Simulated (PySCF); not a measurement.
# Solver options tried on SiS

Aim: find out which solver settings change the answer for SiS.

Program: PySCF 2.14.0. Level of theory: each script names its method and basis. These are calculated values, not measurements.

1 further run of the same task is left out (it didn't finish).

## Step 1: The starting structure

SiS: 2 atoms, charge 0, spin multiplicity 1.

Bond lengths: Si1–S2 1.795 Å.

## Step 2: The base run

input.py

```python
from pyscf import gto, scf, mp

mol = gto.M(
    atom='Si 0 0 0; S 0 0 1.795',
    basis='6-311++g**',
    charge=0,
    spin=0,
    verbose=4,
)
mf = scf.UHF(mol)
mf.kernel()
mp.MP2(mf, frozen=10).kernel()
mf.dip_moment()
print('orbital energies (hartree):', [e[max(0, n-3):n+3].round(4) for e, n in zip(mf.mo_energy, mol.nelec)])
```

On the command line:

```bash
> OMP_NUM_THREADS=1 python input.py
```

The log of this run is left out.

It gives: E(SCF) = -686.472214 Eh, 12 cycles, E(MP2) − E(SCF) = -0.19755 Eh, μ = 1.76 D (of the SCF density).

The bond length is a typed value, not an optimised one.

## Step 3: Initial guess hcore

Variant 1 changes initial guess: minao → hcore.

input.py

```python
from pyscf import gto, scf, mp

mol = gto.M(
    atom='Si 0 0 0; S 0 0 1.795',
    basis='6-311++g**',
    charge=0,
    spin=0,
    verbose=4,
)
mf = scf.UHF(mol)
mf.init_guess = 'hcore'
mf.kernel()
mp.MP2(mf, frozen=10).kernel()
mf.dip_moment()
print('orbital energies (hartree):', [e[max(0, n-3):n+3].round(4) for e, n in zip(mf.mo_energy, mol.nelec)])
```

On the command line:

```bash
> OMP_NUM_THREADS=1 python input.py
```

## Step 4: Initial guess chk

Variant 2 changes initial guess: minao → chk.

Changes to input.py since step 2:

```diff
@@ -10,2 +10,3 @@
 mf = scf.UHF(mol)
+mf.init_guess = 'chk'
 mf.kernel()
```

## Step 5: Point-group symmetry on

Variant 3 changes point-group symmetry: off → on.

Changes to input.py since step 2:

```diff
@@ -7,2 +7,3 @@
     spin=0,
+    symmetry=True,
     verbose=4,
```

## Step 6: Convergence threshold 1e-05 hartree

Variant 4 changes convergence threshold: default → 1e-05 hartree.

Changes to input.py since step 2:

```diff
@@ -10,2 +10,3 @@
 mf = scf.UHF(mol)
+mf.conv_tol = 1e-05
 mf.kernel()
```

## Step 7: Damping 0.95

Variant 5 changes damping: none → 0.95.

Changes to input.py since step 2:

```diff
@@ -10,2 +10,4 @@
 mf = scf.UHF(mol)
+mf.damp = 0.95
+mf.diis_start_cycle = 8
 mf.kernel()
```

## Step 8: Level shift 0.3 hartree

Variant 6 changes level shift: none → 0.3 hartree.

Changes to input.py since step 2:

```diff
@@ -10,2 +10,3 @@
 mf = scf.UHF(mol)
+mf.level_shift = 0.3
 mf.kernel()
```

Q: Predict the outcome of this session. Wanted: for each run, E(SCF); from base; gap; SCF dipole; after the SCF.

The runs gave:

| run | E(SCF) (hartree) | from base (eV) | cycles | gap (eV) | SCF dipole (D) | after the SCF |
| --- | --- | --- | --- | --- | --- | --- |
| base | -686.472214 | 0 | 12 | 11.30 | 1.76 | MP2 correlation -5.376 eV, core frozen |
| initial guess hcore | -686.472214 | 0.0000 | 16 | 11.30 | 1.76 | MP2 correlation -5.376 eV, core frozen |
| initial guess chk | -686.472214 | 0.0000 | 12 | 11.30 | 1.76 | MP2 correlation -5.376 eV, core frozen |
| point-group symmetry on | -686.472214 | 0.0000 | 12 | 11.30 | 1.76 | MP2 correlation -5.376 eV, core frozen |
| convergence threshold 1e-05 hartree | -686.472214 | 0.0000 | 6 | 11.30 | 1.76 | MP2 correlation -5.376 eV, core frozen |
| damping 0.95 | -686.472214 | 0.0000 | 17 | 11.30 | 1.76 | MP2 correlation -5.376 eV, core frozen |
| level shift 0.3 hartree | -686.472214 | 0.0000 | 16 | 11.30 | 1.76 | MP2 correlation -5.376 eV, core frozen |

Distance from each run's final energy (log10 hartree) by cycle:

```csv
run,cycle 1,cycle 2,cycle 3,cycle 5,cycle 8,cycle 12
base,-1.4,-1.8,-3.6,-5.6,-6.4,< -11
initial guess hcore,2.0,1.4,1.1,-0.3,-4.2,-7.6
initial guess chk,-1.4,-1.8,-3.6,-5.6,-6.4,< -11
point-group symmetry on,-1.4,-1.8,-3.6,-5.6,-6.4,< -11
convergence threshold 1e-05 hartree,-1.4,-1.8,-3.6,-5.8,done,done
damping 0.95,-1.4,-1.5,-1.5,-1.7,-2.3,-6.0
level shift 0.3 hartree,-1.2,-2.4,-3.1,-4.5,-6.2,-7.3
```

**Reading.** The SCF energy stays the same, to the digits that matter, with initial guess hcore or initial guess chk or point-group symmetry on or convergence threshold 1e-05 hartree or damping 0.95 or level shift 0.3 hartree. PySCF falls back to minao for a guess that it doesn't know or can't read, so that run repeats the base. The base needs 12 cycles and the run with damping 0.95 needs 17.
